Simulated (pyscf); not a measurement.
Elementary routes open to H₂P–PH₂ (SMILES PP) + H₂O (SMILES O) in the gas phase (singlet surface):
A. HO–PH–PH₂ (SMILES OPP) + H₂ (SMILES [H][H]) (H–P, H–O broken; O–P, H–H formed)
B. HO–PH₂ (SMILES OP) + PH₃ (SMILES P) (P–P, H–O broken; O–P, H–P formed)

PySCF, gas phase, ωB97X-D3(BJ)/def2-SVP geometries.

Task: Rank the routes by free-energy barrier at 900 K, lowest first, for ωB97M-D3(BJ)/def2-TZVP energies (ideal gas, 1 atm, RRHO with modes under 100 cm⁻¹ raised to 100, one conformer, R ln 2 for chiral ones without a mode under 150 cm⁻¹).

Result: B (85.8 kcal/mol), A (94.0 kcal/mol)

Route B is the fastest of these, ahead of the next by 8.2 kcal/mol. The most stable products are those of B (ΔG = +2.3 kcal/mol), so kinetics and thermodynamics agree. At 298 K B is still the fastest. Only these routes are compared; each barrier is that of the saddle found, and lower ones may exist.
